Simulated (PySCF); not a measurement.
Löwdin shares of the frontier orbitals

C2H3Cl3.
Z-matrix (Å and degrees, PBE0-D3(BJ)/def2-TZVP geometry), rows numbered from 1:
```
C 
C   1  1.5072
Cl  2  1.7751  1  110.07
Cl  2  1.7751  1  110.06  3   120.01
Cl  2  1.7757  1  110.04  3  -119.99
H   1  1.0901  2  109.31  3  -179.93
H   1  1.0896  2  109.36  3    60.15
H   1  1.0897  2  109.36  3   -60.05
```

Level of theory: TDDFT CAM-B3LYP/aug-cc-pVTZ, vertical, gas phase, core orbitals frozen in the response in PySCF 2.14.0, density-fitted response routines. Geometry: PBE0-D3(BJ)/def2-TZVP; no solvent, vibrations or thermal averaging.

Kohn–Sham orbitals with the atoms that hold most of them (Löwdin shares over 4%, at most four atoms; ? is withheld):

| orbital | ε (eV) | atoms |
| --- | --- | --- |
| HOMO-3 | -10.78 | Cl5 24%, Cl4 24%, Cl3 24%, C2 17% |
| HOMO-2 | -10.48 | Cl4 42%, Cl5 24%, Cl3 16%, C2 14% |
| HOMO-1 | -10.48 | Cl3 39%, Cl5 30%, C2 14%, Cl4 13% |
| HOMO | -10.12 | Cl5 29%, Cl3 29%, Cl4 29%, C2 13% |
| LUMO | 0.17 | ? |
| LUMO+1 | 0.36 | H6 16%, H7 16%, H8 16%, Cl5 13% |
| LUMO+2 | 0.86 | H8 30%, C1 24%, H7 20%, C2 6% |

Which atoms hold the LUMO, and with what shares?

Cl5 (bonded to C) 15%; Cl3 (bonded to C) 15%; Cl4 (bonded to C) 15%; H8 (bonded to C) 14%. By element: chlorine 45%, hydrogen 14% or more.

Within 0.005 eV of a neighbour in this list lie HOMO-2/HOMO-1 (point group found: C3v); within a degenerate set the shares of single atoms can hang on how the components are chosen.

How does S1 compare with the orbital gap of 10.28 eV?

S1 is at 6.47 eV (f = 0.0000), 3.82 eV below the gap, made of HOMO→LUMO (45%), HOMO→LUMO+1 (44%). Without the coupling terms of the response equations the lowest excitation would equal the gap.

Next come S2 at 6.83 eV (f 0.012), HOMO-2/HOMO-1→LUMO (≥34%), HOMO-2/HOMO-1→LUMO+1 (≥32%); S3 at 6.83 eV (f 0.012), HOMO-2/HOMO-1→LUMO (≥34%), HOMO-2/HOMO-1→LUMO+1 (≥32%); S4 at 7.07 eV (f 0.0017), HOMO-3→LUMO (39%), HOMO-3→LUMO+1 (36%); S5 at 7.36 eV (f 0.0084), HOMO→LUMO+4 (33%), HOMO-5→LUMO (12%), HOMO-5→LUMO+1 (11%).

Orbitals of the list HOMO-3 to LUMO+2 that lie within 0.01 eV of each other are written together with a slash and their weights summed (≥ marks a lower bound); for degenerate orbitals outside that list single weights are arbitrary.
